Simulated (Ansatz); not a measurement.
**Molecular dynamics, step by step**

C$_{2}$HO (SMILES C#C[O-]) (charge -1), closed shell, PBE0-D4/def2-SVPD (Ansatz 0.2.0). Settings (timestep in fs, temperature in K; T counts 6 degrees of freedom):

```yaml
hamiltonian: {xc: pbe0, dispersion: d4}
md: {n_steps: 60, timestep: 0.75, temperature: 500, ensemble: nve, seed: 311, initial_velocities: maxwell_boltzmann}
```

Start (the SMILES describes the start alone):

```
atom    x (Å)    y (Å)    z (Å)
  C1  -0.5414   0.3792  -0.1804
  C2   0.3590  -0.3467   0.2186
  O3   1.0909  -1.1597   0.7971
  H4  -0.9086   1.1273  -0.8353
```

| step | time (fs) | potential energy less the start (meV) | kinetic energy (meV) | T (K) |
| --- | --- | --- | --- | --- |
| 0 | 0.00 | 0.0 | 129.3 | 500 |
| 4 | 3.00 | -20.8 | 151.4 | 585 |
| 8 | 6.00 | -15.8 | 145.3 | 562 |
| 12 | 9.00 | 22.1 | 108.5 | 420 |
| 16 | 12.00 | -10.1 | 140.5 | 543 |
| 20 | 15.00 | -17.6 | 147.2 | 569 |
| 24 | 18.00 | 18.0 | 113.4 | 439 |
| 28 | 21.00 | 17.0 | 112.5 | 435 |
| 32 | 24.00 | 87.2 | 44.1 | 171 |
| 36 | 27.00 | 14.4 | 115.2 | 446 |
| 40 | 30.00 | 31.7 | 97.8 | 378 |
| 44 | 33.00 | 73.1 | 58.3 | 225 |
| 48 | 36.00 | 7.4 | 121.7 | 471 |
| 52 | 39.00 | 38.3 | 93.0 | 360 |
| 56 | 42.00 | -35.0 | 165.0 | 638 |
| 60 | 45.00 | -43.2 | 172.9 | 669 |

Step 4, positions (Å) and forces (eV/Å):

```json
{"atom": "C1", "x": "-0.561", "y": "0.388", "z": "-0.182", "Fx": "-0.831", "Fy": "1.624", "Fz": "-1.434"}
{"atom": "C2", "x": "0.368", "y": "-0.346", "z": "0.232", "Fx": "0.379", "Fy": "-1.142", "Fz": "0.837"}
{"atom": "O3", "x": "1.098", "y": "-1.168", "z": "0.795", "Fx": "-0.150", "Fy": "0.665", "Fz": "-0.518"}
{"atom": "H4", "x": "-0.888", "y": "1.154", "z": "-0.941", "Fx": "0.601", "Fy": "-1.147", "Fz": "1.116"}
```

Step 16, positions (Å) and forces (eV/Å):

| atom | x | y | z | Fx | Fy | Fz |
| --- | --- | --- | --- | --- | --- | --- |
| C1 | -0.590 | 0.404 | -0.184 | 0.830 | 0.326 | -0.749 |
| C2 | 0.355 | -0.342 | 0.268 | -0.042 | -0.764 | -0.061 |
| O3 | 1.115 | -1.178 | 0.779 | -0.907 | 1.290 | -0.495 |
| H4 | -0.668 | 1.058 | -1.104 | 0.120 | -0.852 | 1.305 |

Step 24, positions (Å) and forces (eV/Å):

```tsv
atom	x	y	z	Fx	Fy	Fz
C1	-0.569	0.396	-0.176	-0.968	0.069	1.009
C2	0.327	-0.349	0.282	1.424	-1.674	0.535
O3	1.111	-1.158	0.760	-0.251	0.385	0.131
H4	-0.509	0.926	-1.065	-0.204	1.220	-1.676
```

Last step (60):

| atom | x (Å) | y (Å) | z (Å) |
| --- | --- | --- | --- |
| C1 | -0.5418 | 0.4127 | -0.1541 |
| C2 | 0.3198 | -0.3962 | 0.2239 |
| O3 | 1.1096 | -1.1407 | 0.7877 |
| H4 | -0.7315 | 1.0154 | -1.0630 |

Hardware: 2 CPU threads of an AMD EPYC, shared host. Wall time about 2.2 min.
